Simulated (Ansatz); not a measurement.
# CH8AlN: the cost of one run

Program: Ansatz 0.2.0, Gaussian basis. Level of theory: PBE0-D4, def2-SVP first, then def2-TZVP. These are calculated values, not measurements.

152 further runs of the same task are left out: 152 set aside as unsound or not needed.

## (1) Where the work starts

The guess: 11 atoms, charge 0, spin multiplicity 1.

Atoms are counted from 1 here; the program's logs count them from 0.

Bond lengths: Al1–C2 2.290 Å, Al1–H3 1.547 Å, Al1–H4 1.547 Å, Al1–H5 1.895 Å, Al1–N6 2.236 Å, C2–H7 1.092 Å, C2–H8 1.099 Å, C2–H9 1.098 Å, N6–H10 1.011 Å, N6–H11 1.014 Å. Angles: C2–Al1–H3 104.9°, C2–Al1–H4 121.1°, C2–Al1–H5 37.6°, C2–Al1–N6 74.5°, H3–Al1–H4 115.3°, H3–Al1–H5 124.3°, H3–Al1–N6 126.1°, H4–Al1–H5 119.9°, H4–Al1–N6 109.3°, H5–Al1–N6 37.0°, Al1–C2–H7 147.5°, Al1–C2–H8 88.5°, Al1–C2–H9 96.9°, H7–C2–H8 105.1°, H7–C2–H9 106.8°, H8–C2–H9 106.4°, Al1–N6–H10 128.9°, Al1–N6–H11 119.5° and more.

Coordinates:

```
Al   -0.9778   -0.7544   -0.3368
C     1.1585   -0.4893    0.4455
H    -0.8377   -1.6742   -1.5733
H    -2.1421   -1.1055    0.6201
H     0.2860    0.5680    0.1584
N    -0.6273    1.4534   -0.2924
H     1.8679    0.1328    0.9958
H     1.0086   -1.3783    1.0745
H     1.6747   -0.8344   -0.4600
H    -0.3134    2.0613   -1.0368
H    -1.0974    2.0205    0.4049
```

Distances that are to change: Al1–N6 2.24 Å, C2–H5 1.40 Å, Al1–C2 2.29 Å, H5–N6 1.35 Å.

## (2) Constrained relaxation of the guess

Input file hold/in.yaml:

```yaml
crystal:
  periodic: [false, false, false]
  atoms:
    - {symbol: Al, position_ang: [-0.977800, -0.754400, -0.336800]}
    - {symbol: C, position_ang: [1.158500, -0.489300, 0.445500]}
    - {symbol: H, position_ang: [-0.837700, -1.674200, -1.573300]}
    - {symbol: H, position_ang: [-2.142100, -1.105500, 0.620100]}
    - {symbol: H, position_ang: [0.286000, 0.568000, 0.158400]}
    - {symbol: N, position_ang: [-0.627300, 1.453400, -0.292400]}
    - {symbol: H, position_ang: [1.867900, 0.132800, 0.995800]}
    - {symbol: H, position_ang: [1.008600, -1.378300, 1.074500]}
    - {symbol: H, position_ang: [1.674700, -0.834400, -0.460000]}
    - {symbol: H, position_ang: [-0.313400, 2.061300, -1.036800]}
    - {symbol: H, position_ang: [-1.097400, 2.020500, 0.404900]}
basis:
  gaussian: {orbitals: def2-SVP}
hamiltonian: {xc: pbe0, dispersion: d4}
relax: {f_tol: 0.08, max_steps: 120, escape_saddle: false, constraints: [{distance: [0, 5]}, {distance: [1, 4]}, {distance: [0, 1]}, {distance: [4, 5]}]}
```

The run is started by

```sh
$ ansatz run in.yaml --threads 2 --pin off --events-out ev --progress --plain --max-ram 4352MiB
```

**Question.** How long does this run take on 2 threads of Intel Xeon 6975P-C, shared host?

About 14 s.
